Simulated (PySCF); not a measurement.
Mass spectrum arithmetic for hydrogen cyanide

Species: hydrogen cyanide (`C#N`).

Calculated for natural abundance.

Molar mass and exact mass?

For HCN, with standard atomic weights, 1 × 12.011 + 1 × 14.007 + 1 × 1.008 = 27.026 g/mol. From the most abundant isotopes (12C, 14N, 1H), 1 × 12.000000 + 1 × 14.003074 + 1 × 1.007825 = 27.0109 u.

Work out the cluster of the molecular ion M+•, one line a nominal mass.

| nominal mass | m/z (centroid) | relative intensity |
| --- | --- | --- |
| 27 | 27.0104 | 100.0 |
| 28 | 28.0121 | 1.5 |

Lines under 0.1 % of the tallest are left out. One electron mass, 0.00055 u, is taken off. Abundances used (%; other tables differ somewhat): 12C 98.93, 13C 1.07; 14N 99.632, 15N 0.368; 1H 99.9885, 2H 0.0115.

Protons, neutrons, electrons, and exact less nominal mass of the monoisotopic species?

14 protons, 13 neutrons and 14 electrons; 27.0109 − 27 = +0.0109 u.

How much CO2 and H2O would complete combustion of 5.00 mg give?

185.01 μmol of compound give 8.14 mg CO2 and 1.67 mg H2O.

List the species in which a single atom is changed from its most abundant isotope.

Intensity in % of the monoisotopic species:

```csv
isotope,mass shift (u),m/z,intensity (%)
15N,+0.99703,28.0074,0.37
13C,+1.00335,28.0137,1.08
```

Species under 0.02 % are left out.

What is the composition by mass?

C 44.44 %, N 51.83 %, H 3.73 %.
